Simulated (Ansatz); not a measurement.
Ansatz (a program for electronic structure) input (CCSD(T)/aug-cc-pVDZ):

Ansatz 0.2 input:
```yaml
crystal:
  periodic: [false, false, false]
  atoms:
    - {symbol: C, position_ang: [-0.00000000, -0.00000000, -0.59839493]}
    - {symbol: C, position_ang: [0.00000000, 0.00000000, 0.59839493]}
    - {symbol: H, position_ang: [0.00000000, 0.00000000, 1.66106699]}
    - {symbol: H, position_ang: [-0.00000000, -0.00000000, -1.66106699]}
basis:
  gaussian:
    orbitals: aug-cc-pVDZ
magnetization: {spin_polarized: false}
correlation: {method: ccsd_t, electrons: outside_noble_gas}
output: {forces: true}
```

Output:

```
Functional definition: HF
integrals: 0.04 GiB planned
648 factors; integrals over basis functions are off by at most 1.0e-3 eV
mean field: 0.11 GiB planned
mean field evaluation 1: about -2089.0851 eV, gradient 2.3e1 eV
mean field evaluation 2: about -2089.0853 eV, gradient 2.3e1 eV
mean field evaluation 4: about -2090.6050 eV, gradient 1.6e0 eV
mean field evaluation 8: about -2090.6149 eV, gradient 3.5e-5 eV
mean field evaluation 16: about -2090.6147 eV, gradient 1.1e-2 eV
mean field -2090.61485586 eV, -76.8286788831 hartree, gradient 1.5e-6 eV, S^2 0.000000; 0 other end points of the search recorded, 0 dependent functions left out
2 core orbitals not correlated
reference -2090.61485586 eV, -76.8286788831 hartree; 5, 5 occupied and 57, 57 virtual orbitals, 648 factors
densities: 0.17 GiB planned
second order -7.12515713 eV of doubles, -0.00000000 eV of singles
coupled cluster: 0.14 GiB planned
cycle   1  -7.27538794 eV  change   -1.5e-1 eV  update   6.5e-2
cycle   2  -7.50647049 eV  change   -2.3e-1 eV  update   2.2e-2
cycle   3  -7.56113889 eV  change   -5.5e-2 eV  update   1.0e-2
cycle   4  -7.56688220 eV  change   -5.7e-3 eV  update   3.1e-3
cycle   5  -7.56807537 eV  change   -1.2e-3 eV  update   7.5e-4
cycle   6  -7.56816158 eV  change   -8.6e-5 eV  update   1.9e-4
cycle   7  -7.56823068 eV  change   -6.9e-5 eV  update   4.3e-5
cycle   8  -7.56824840 eV  change   -1.8e-5 eV  update   1.3e-5
cycle   9  -7.56824365 eV  change    4.7e-6 eV  update   3.3e-6
perturbative correction -0.32921890 eV, -0.0120985714 hartree
the calculation of the forces begins
Total energy: -2098.51231841 eV, -77.1189052788 hartree
Atom 0 at    -0.000000    -0.000000    -0.598395 Å, force    -0.000000    -0.000000    -2.937558 eV/Å
Atom 1 at     0.000000     0.000000     0.598395 Å, force     0.000000     0.000000     2.937558 eV/Å
Atom 2 at     0.000000     0.000000     1.661067 Å, force    -0.000000    -0.000000     0.629682 eV/Å
Atom 3 at    -0.000000    -0.000000    -1.661067 Å, force    -0.000000    -0.000000    -0.629682 eV/Å
Dipole moment:     0.000000     0.000000    -0.000000 e Å
```
